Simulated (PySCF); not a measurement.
Gas-phase reaction: 4 (CH3)2Si + 4 CH4 → 4 ethylsilane + C4H8 (cis-2-butene)

Method: PySCF energies plus ideal-gas RRHO corrections (1 bar). S°(298 K) at PBE0/def2-TZVP differs from the NASA 1993 table for C4H8 (cis-2-butene) (-6 J/mol/K); whether the harmonic model or the table's entry is off was not settled. † marks an energy on the PBE0/def2-TZVP geometry and frequencies; other levels use their own. CCSD(T) freezes the core. 6-31G* has spherical d functions here. All species are closed-shell singlets. B3LYP is the form with VWN-RPA correlation. No R ln 2 is added for the mirror-image form of (CH3)2Si. (CH3)2Si: computed as isolated molecules; such fragments, hydroxides, amides, oligomers or adducts are transient or little studied in the gas. CCSD(T) isn't extrapolated to the basis-set limit. The harmonic model lacks anharmonicity and excited electronic states, which grow with temperature; levels with a mode under 35 cm⁻¹ are left out. Internal rotation in (CH3)2Si, ethylsilane, C4H8 (cis-2-butene) is treated as a harmonic vibration of one conformer, which makes the entropy rough.

```json
[
 {"level": "B3LYP/6-31G*", "ΔE electronic, kJ": "-404", "ΔH°(298 K), kJ": "-420", "ΔS°(298 K), J/K": "-457", "ΔG°(1000 K), kJ": "36"},
 {"level": "BLYP/def2-TZVP†", "ΔE electronic, kJ": "-340", "ΔH°(298 K), kJ": "-352", "ΔS°(298 K), J/K": "-445", "ΔG°(1000 K), kJ": "93"},
 {"level": "CCSD(T)/def2-SVP†", "ΔE electronic, kJ": "-470", "ΔH°(298 K), kJ": "-482", "ΔS°(298 K), J/K": "-445", "ΔG°(1000 K), kJ": "-36"},
 {"level": "HF/6-31G*", "ΔE electronic, kJ": "-434", "ΔH°(298 K), kJ": "-446", "ΔS°(298 K), J/K": "-477", "ΔG°(1000 K), kJ": "33"},
 {"level": "M06-2X/def2-TZVP†", "ΔE electronic, kJ": "-400", "ΔH°(298 K), kJ": "-412", "ΔS°(298 K), J/K": "-445", "ΔG°(1000 K), kJ": "34"},
 {"level": "PBE0/def2-SVP†", "ΔE electronic, kJ": "-486", "ΔH°(298 K), kJ": "-498", "ΔS°(298 K), J/K": "-445", "ΔG°(1000 K), kJ": "-53"},
 {"level": "PBE0/def2-TZVP", "ΔE electronic, kJ": "-441", "ΔH°(298 K), kJ": "-453", "ΔS°(298 K), J/K": "-445", "ΔG°(1000 K), kJ": "-8"},
 {"level": "r2SCAN/def2-TZVP†", "ΔE electronic, kJ": "-458", "ΔH°(298 K), kJ": "-470", "ΔS°(298 K), J/K": "-445", "ΔG°(1000 K), kJ": "-25"}
]
```
ΔH° is lowest at PBE0/def2-SVP† and highest at BLYP/def2-TZVP†. No reference value is set beside these.
